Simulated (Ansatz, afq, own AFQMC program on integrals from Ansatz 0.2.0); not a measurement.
Integrals from Ansatz 0.2.0, then the random walk in our own AFQMC program (afq).

```yaml
crystal:
  periodic: [false, false, false]
  atoms:
    - {symbol: Ge, position_ang: [0.000000, -0.030750, 0.000000]}
    - {symbol: H, position_ang: [0.000000, 1.108044, -1.158429]}
    - {symbol: H, position_ang: [0.000000, 1.108039, 1.158434]}
basis:
  gaussian: {orbitals: aug-cc-pVDZ}
magnetization: {spin_polarized: true, initial_magnetization: 0}
correlation: {method: ccsd_t, electrons: outside_noble_gas, hamiltonian_folder: ham}
```

```sh
$ ansatz run in.yaml --threads 1 --pin off --events-out ev --progress --plain --max-ram 1843MiB
```

Options of the walk:

```
--method phaseless --trial hf --walkers 120 --populations 1 --least-time 40 --time-step 0.005 --steps-per-block 20 --equilibration-blocks 112 --max-blocks 600 --target-error 0.00087 --factor-cut 1e-05 --start spin_pure --seed 6069 --taylor-order 6
```

Times are imaginary, in 1/Eh. The walk had a cap of 488 s. Filled inner d shells are frozen with the cores.

afq prints:

```
orbitals 40  electrons 3 3  factors 322 of 576
reference energy -2076.44391754 Eh
CCSD correlation -0.11545115 Eh in 10 cycles, weight of the determinant in the CISD state 0.9106
energy of the start -2076.443918 Eh
 block  time / (1/Eh)  mean weight  energy / Eh
     1     0.100  1.0004  -2076.461252
     2     0.200  1.0009  -2076.475184
     3     0.300  1.0003  -2076.486642
     4     0.400  1.0006  -2076.500273
     5     0.500  1.0016  -2076.504827
     7     0.700  1.0003  -2076.515959
     9     0.900  1.0017  -2076.525260
    18     1.800  0.9999  -2076.550245
    52     5.200  1.0003  -2076.562623
    86     8.600  1.0005  -2076.551835
   120    12.000  1.0000  -2076.538506
   154    15.400  1.0011  -2076.559593
   188    18.800  0.9992  -2076.567326
   222    22.200  0.9994  -2076.554891
   256    25.600  0.9994  -2076.570028
   290    29.000  0.9989  -2076.560961
   324    32.400  0.9997  -2076.571477
   358    35.800  0.9998  -2076.563130
   392    39.200  0.9989  -2076.558052
   426    42.600  0.9992  -2076.552935
   460    46.000  1.0016  -2076.560232
   494    49.400  0.9988  -2076.565385
   528    52.800  0.9988  -2076.564470
   562    56.200  1.0015  -2076.604726
   596    59.600  1.0013  -2076.584172
   630    63.000  1.0000  -2076.552205
   664    66.400  0.9998  -2076.571032
   698    69.800  0.9994  -2076.558615
blocks merged  error / Eh  count
     1  0.000392  600
     2  0.000532  300
     4  0.000719  150
     8  0.000926  75
    16  0.001007  37
    32  0.000922  18
    64  0.001094  9
energy -2076.562527 +/- 0.001007 Eh
(rows thinned)
```

The run passed its tests (sampling time, drift between the halves within three errors, error under three times the target), which doesn't prove that it has relaxed.

Against this walk (error 27.4 meV) on the same determinant: CCSD(T) 18.6 meV higher (within the noise), CCSDT(Q) 0.9 meV lower (within the noise), a separate phaseless walk with a CISD trial and standard settings 23.1 ± 27.7 meV higher (within the noise). The error is statistical and leaves out the bias of the constraint.

Cautions: constraint bias not in the error; error above the target (27.4 against 23.7 meV); no relativity below Rb; no spin-orbit coupling; inner d shell frozen; an unrestricted solution with more broken spin lies lower (27 meV, ⟨S²⟩ 0.23), while this determinant keeps restricted orbitals.

The walk took 4.6 min on 1 thread of Arm Neoverse V1, on a shared host. The log's last line is the phaseless energy.

CCSDT and higher add their correlation energy to the determinant of the CCSD(T) run, since their own runs factorise the integrals more tightly (a shift of under 2 meV). A walk keeps the symmetry of its determinant, which the program's search chose and which needn't be the lowest solution, so a lower state of the same spin and another symmetry isn't excluded.
